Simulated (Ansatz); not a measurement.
in.yaml

```yaml
crystal:
  periodic: [false, false, false]
  atoms:
    - {symbol: Si, position_ang: [0.000000, 0.000000, 0.000000]}
    - {symbol: H, position_ang: [0.000000, 0.000000, 1.267000]}
basis:
  gaussian: {orbitals: pcseg-2}
total_charge: 1
magnetization: {spin_polarized: false, initial_magnetization: 2}
correlation: {method: mp2, electrons: all}
```

```sh
$ ansatz run in.yaml --threads 1 --pin off --events-out ev --progress --plain --max-ram 2393MiB
```

Log:

```
294 factors; integrals over basis functions are off by at most 1.1e-3 eV
mean field evaluation 1: about -7865.5209 eV, gradient 9.1e0 eV
mean field evaluation 2: about -7865.5238 eV, gradient 9.1e0 eV
mean field evaluation 4: about -7866.1096 eV, gradient 1.2e0 eV
mean field evaluation 8: about -7866.1428 eV, gradient 4.1e-2 eV
mean field evaluation 16: about -7866.1428 eV, gradient 1.0e-3 eV
mean field -7866.14279617 eV, -289.0754158963 hartree, gradient 1.7e-6 eV, S^2 2.000000; 2 other end points of the search recorded, 0 dependent functions left out
mean field evaluation 32: about -7866.1906 eV, gradient 1.3e-3 eV
reference -7866.14279617 eV, -289.0754158963 hartree; 8, 6 occupied and 40, 42 virtual orbitals, 294 factors
second order -2.99652755 eV of doubles, -0.02980473 eV of singles
Total energy: -7869.16912845 eV, -289.1866315560 hartree
```

Ran on 1 thread of Intel Xeon Platinum 8259CL, shared host: 0.42 s wall, 0.09 GiB peak host memory.
